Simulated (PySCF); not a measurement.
The numbers are results of ωB97X-D3(BJ)/def2-TZVP // PBE0-D3(BJ)/def2-TZVP in PySCF, not measurements. All species are isolated molecules in the gas phase. One relaxed conformer stands for a flexible species; it need not be the lowest. Excitations are Tamm–Dancoff values on a coarser integration grid. The basis has no diffuse functions, so Rydberg states are missing or too high.

Reference species (SMILES): `[F][Al]([F])[F]` (neutral, multiplicity 1).

```json
{
  "HOMO": "-14.36 eV",
  "T1 excitation (TDA)": "8.58 eV"
}
```

Changed species: `[Al]([OH])([F])[F]` (H–O–Al–F torsion 0°) (1 of 3 F replaced by OH; the reference has 0 of 3 F replaced by OH).

Q: Give the shifts of the HOMO and T1 excitation (TDA).

A: the HOMO rises by 1.77 eV, to -12.59 eV; the T1 excitation (TDA) decreases by 1.40 eV, to 7.18 eV.
